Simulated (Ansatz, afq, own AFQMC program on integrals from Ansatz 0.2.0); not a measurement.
**HfN, quartet in def2-SVP, levels against CCSDT(Q)**

```csv
atom,x (Å),y (Å),z (Å)
Hf,0.0000,0.0000,0.0000
N,0.0000,0.0000,1.6160
```

Basis def2-SVP with its core potentials. Only valence electrons are correlated. Ansatz 0.2.0 and our own AFQMC program on the same integrals; the CISD trial comes from CCSD amplitudes, and released means the phaseless constraint is let go. ± is one standard error of the sampling. No spin–orbit coupling. The metal's outer-core s and p shells are frozen, which shifts wave-function levels against functionals.

Determinant: UHF, the one that the program's search chose, which needn't be the lowest solution. The geometry is a point of a scan.

No full CI on the walks' own integrals is used here; CCSDT(Q) serves as the reference and is uncertain by about the last step of the cluster series.

Cautions: no spin-orbit coupling; outer-core shells of the metal frozen; lower spins were not checked; higher spins were not checked.

```
T1 diagnostic                               : 0.0273
weight of the determinant in the CISD state : 0.901
⟨S²⟩ of the determinant                     : 3.762
size of the correlated space                : 9 electrons in 41 orbitals
```

Reference: CCSDT(Q), correlation energy -5.868 eV. The released energy is read at 4.20 1/Eh (meV from the phaseless value at times in 1/Eh: -3 ± 14 at 0.60, -9 ± 17 at 1.20, -49 ± 22 at 2.00, -9 ± 32 at 3.00, -16 ± 38 at 4.20).

| level | E − E(reference) (kJ/mol) | share of correlation (%) |
| --- | --- | --- |
| HF | 566.2 | 0.00 |
| MP2 | 46.7 | 91.75 |
| CCSD | 28.4 | 94.99 |
| CCSD(T) | 2.9 | 99.48 |
| CCSDT | 1.6 | 99.72 |
| ph-AFQMC/HF | 16.5 ± 7.1 | 97.09 |
| ph-AFQMC/CISD | 1.9 ± 2.1 | 99.67 |
| released AFQMC | 0.3 ± 3.6 | 99.94 |

A walk keeps the symmetry of its determinant, which the program's search chose and which needn't be the lowest solution, so a lower state of the same spin and another symmetry isn't excluded. Released energies are given only where the last usable release times agree within the noise; a slower fall can still hide under it.
